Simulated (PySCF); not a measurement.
# ECD: `CC=C=CF`, C4H5F

Geometry (Å), atoms numbered from 1 in this order:
```xyz
10

C    -1.3946    0.0597    0.8005
C    -0.5627    0.3129   -0.4168
C     0.6874   -0.0132   -0.5352
C     1.9356   -0.3469   -0.6357
F     2.9452    0.4867   -0.2857
H    -1.7897    1.0024    1.1767
H    -0.8090   -0.4179    1.5809
H    -2.2395   -0.5789    0.5454
H    -1.0718    0.7912   -1.2454
H     2.3080   -1.2915   -1.0073
```

The calculation used PySCF, TDDFT CAM-B3LYP/def2-SVPD circular dichroism and optical rotation, one conformer, gas phase. Geometry: GFN2-xTB.

No stereocentre is labelled: unless the shape is locked (an allene, a helicene, a hindered biaryl), the mirror image is equally populated and a measured rotation or CD is zero.

Problem. Which excitations and rotatory strengths does the calculation give?

Solution. Rotatory strengths R in 10⁻⁴⁰ esu² cm², velocity form and length form (origin at the centre of mass); f in length form.
| state | E (eV) | λ (nm) | f | R (velocity) | R (length) | main |
| --- | --- | --- | --- | --- | --- | --- |
| 1 | 5.22 | 238 | 0.0009 | +1.5 | +1.7 | HOMO→LUMO 0.95 |
| 2 | 6.60 | 188 | 0.0002 | +4.1 | +3.6 | HOMO−1→LUMO+1 0.60, HOMO−1→LUMO+2 0.26 |
| 3 | 7.04 | 176 | 0.005 | -5.1 | -4.4 | HOMO→LUMO+1 0.53, HOMO−1→LUMO 0.40 |
| 4 | 7.26 | 171 | 0.147 | +9.6 | +11.4 | HOMO→LUMO+2 0.47, HOMO−1→LUMO 0.29 |
| 5 | 7.70 | 161 | 0.158 | +25.5 | +28.4 | HOMO−1→LUMO+2 0.47, HOMO−1→LUMO+1 0.22 |
| 6 | 7.89 | 157 | 0.840 | -55.9 | -61.7 | HOMO→LUMO+2 0.32, HOMO→LUMO+1 0.18 |
| 7 | 8.43 | 147 | 0.091 | -8.9 | -8.6 | HOMO→LUMO+4 0.53, HOMO→LUMO+3 0.29 |
| 8 | 8.51 | 146 | 0.070 | -14.7 | -14.3 | HOMO→LUMO+3 0.59, HOMO→LUMO+4 0.32 |

Among the states computed, the strongest CD band (largest |R|) is state 6. The largest dissymmetry factor in size, g = 4R/(D+G), with D and G the electric and magnetic dipole strengths, is +0.15 for state 2 (velocity form, f = 0.0003), among bands with |R| over 0.5. The mirror image has the same energies and oscillator strengths and all R with the opposite sign.
